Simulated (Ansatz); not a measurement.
C$_{3}$H$_{6}$O$_{3}$, SMILES `O=COCCO` at its PBE0-D4/def2-TZVP geometry, where that method's forces vanish. Charge 0, multiplicity 1.

```
atom   x (Å)   y (Å)   z (Å)
  O1   0.025  -2.237   0.737
  C2   0.504  -1.354   1.388
  O3   0.244  -0.056   1.259
  C4  -0.683   0.304   0.231
  C5  -0.027   0.398  -1.127
  O6   1.020   1.336  -1.187
  H7   1.231  -1.497   2.200
  H8  -1.497  -0.424   0.198
  H9  -1.080   1.273   0.542
 H10   0.409  -0.566  -1.392
 H11  -0.815   0.616  -1.863
 H12   0.670   2.208  -0.986
```

Problem. For each bond, give half the difference of the two atoms' forces along it (eV/Å; positive pushes the atoms apart) under PBE-D4, r2SCAN-D4, B3LYP-D4, ωB97M-V in def2-TZVPP. (Estimate.)

Solution. Ansatz gave: 
```
  bond  length (Å)  PBE-D4  r2SCAN-D4  B3LYP-D4  ωB97M-V
 O1–C2       1.197    0.91       0.31      0.25     0.11
 C2–O3       1.330    0.31       0.22      0.16     0.16
 C2–H7       1.099   -0.18      -0.17     -0.24    -0.21
 O3–C4       1.431    0.27       0.28      0.25     0.15
 C4–C5       1.512   -0.07      -0.02      0.08     0.07
 C4–H8       1.093    0.06      -0.09     -0.13    -0.13
 C4–H9       1.092    0.08      -0.08     -0.16    -0.12
 C5–O6       1.406    0.32       0.29      0.33     0.28
C5–H10       1.091    0.11      -0.07     -0.16    -0.14
C5–H11       1.100    0.06      -0.06     -0.13    -0.15
O6–H12       0.961    0.40       0.01     -0.04    -0.10
```

B3LYP here is the variant with VWN-RPA as its local correlation; programs differ in this.
